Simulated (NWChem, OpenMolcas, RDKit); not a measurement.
**C2H3F3 (1,1,1-trifluoroethane): methods side by side**

C2H3F3: 8 atoms, total charge 0, spin state singlet. SMILES: `CC(F)(F)F`. Geometry: relaxed at PBE0-D4/def2-TZVP.

Quantity: the HOMO–LUMO gap, in eV. The values are calculated.

```tsv
level	kind	program	value (eV)	CPU time
extended Hückel	semi-empirical	RDKit	18.88	under 2 s
HF/cc-pVDZ	Hartree–Fock	OpenMolcas	20.36	7.2 s
SVWN5/cc-pVDZ	LDA	OpenMolcas	10.11	23 s
BLYP/cc-pVDZ	GGA	OpenMolcas	9.87	32 s
revPBE/cc-pVDZ	GGA	OpenMolcas	10.05	32 s
M06-L/cc-pVDZ	meta-GGA	NWChem	11.39	61 s
r2SCAN/cc-pVDZ	meta-GGA	OpenMolcas	11.37	49 s
BHLYP/cc-pVDZ	global hybrid	NWChem	15.27	32 s
CAM-B3LYP/cc-pVDZ	range-separated hybrid	NWChem	15.13	48 s
B2PLYP/cc-pVDZ	double hybrid	NWChem	15.54	17 s
```

The values span 9.87 to 20.36 eV. Orbital gaps aren't excitation energies, and those of double hybrids come from the SCF part alone; they tend to grow with the share of exact exchange. Times are those of the runs behind each value, whatever else they computed, on shared processors of several kinds: orders of magnitude only.
